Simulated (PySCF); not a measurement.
# C4H3N (Propynyl Isocyanide): the cost of one run

Computed with PySCF 2.14.0, with density-fitted response routines of our own, on a single molecule in the gas phase. Atoms count from 0, in the outputs and in this text.

## Step 1: The starting structure

8 atoms, charge 0, multiplicity 1; geometry from: MMFF94s. The atoms were then displaced at random by about 0.03 Å, so the start is not that level's minimum.

Bonds of the start (Å): C0–N1 1.25, N1–C2 1.51, C2–C3 1.04, C3–C4 1.57, C4–H5 1.07, C4–H6 1.06, C4–H7 1.10.

## Step 2: Geometry optimisation at PBE0-D3(BJ)/def2-SVP

What the job is given:

```
{"job": {"xc": "PBE0", "basis": "def2-SVP", "d3": "d3bj", "grid": 1, "shake": 0.03, "kind": "geom"}, "charge": 0, "multiplicity": 1}
C      3.771160     0.155690     0.525510
N      2.535000     0.146260     0.352470
C      1.043050     0.062160     0.140300
C      0.014960     0.001460    -0.002410
C     -1.539820    -0.115950    -0.215940
H     -1.916260    -1.062420     0.117840
H     -1.765340     0.044870    -1.235530
H     -2.004520     0.682270     0.389550
```

On the command line:

```console
$ OMP_NUM_THREADS=1 python probes_run.py task.json out
```

This one command runs all jobs of the session in turn.

**Question.** How long does this first job take on 1 thread of Arm Neoverse V1, shared host, and how much memory does it need?

About 13 s, with a peak of 0.33 GiB.
